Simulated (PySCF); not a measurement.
Species: C6H8 (charge +1 and doublet state).
Structure used (GFN2-xTB), in Å, numbered top down from 1:
```
atom  x, y, z in Å
C1    -1.651    1.430   -0.161
C2    -1.071    0.182   -0.165
C3    -1.887   -1.052   -0.198
C4     0.316    0.091   -0.139
C5     1.537    0.007   -0.117
C6     2.944   -0.079   -0.094
H7    -1.055    2.329   -0.138
H8    -2.724    1.541   -0.181
H9    -1.280   -1.952   -0.199
H10   -2.530   -1.047   -1.082
H11   -2.567   -1.072    0.657
H12    3.266   -0.471    0.879
H13    3.408    0.895   -0.255
H14    3.293   -0.804   -0.836
```

The hyperfine couplings belong to this conformer and change with its torsions.

Identity: `[CH2+][C](C)C#CC` [radical] (charge +1).

Theory: UKS B3LYP, pcH-1 on C H, non-relativistic, mean-field spin-orbit, GIAO (PySCF). The structure is a single GFN2-xTB conformer in the gas phase; no vibrational or solvent corrections. GFN2-xTB frequencies show an imaginary mode (31i cm⁻¹), so this geometry is no minimum at that level. The geometry wasn't refined by DFT: couplings that depend on bond lengths, twists or pyramidal angles can differ widely from those at the functional's own minimum, by a factor of two or more for some ions and for spin on atoms past the first row. The SCF solution wasn't tested for stability.

Largest spin populations (Mulliken): C1 (+0.57), C5 (+0.31) and C4 (+0.07). The angles at C1 add up to 360.0°, so it is planar.

**Question.** McConnell's relation a(H) = Q·ρ ties the coupling of a proton on a planar π carbon to the spin population of that carbon. What Q do the computed values give?

**Answer.** 
```
 H   C    ρ(C)  a(H) (G)  a/ρ (G)
H7  C1  +0.572    -13.15    -23.0
H8  C1  +0.572    -13.29    -23.2
```

These protons share one ρ (within 0.01), so their mean ratio, Q = -23.1 G, is no test of linearity. In McConnell's picture π spin on carbon polarises the C–H bond and leaves opposite spin at the proton, which makes Q negative, as found here.

Couplings in gauss use g_iso = 2.0034.

Hardware: one thread, Arm Neoverse V1 (aarch64), shared host with 32 logical CPUs at a one-minute load of 13. Cost: 36 s (with the writing of density and orbital grids), 0.86 GiB resident at most.

The SMILES draws the unpaired electron on C2; the largest computed Mulliken spin population is on C1 (0.57 against 0.04).
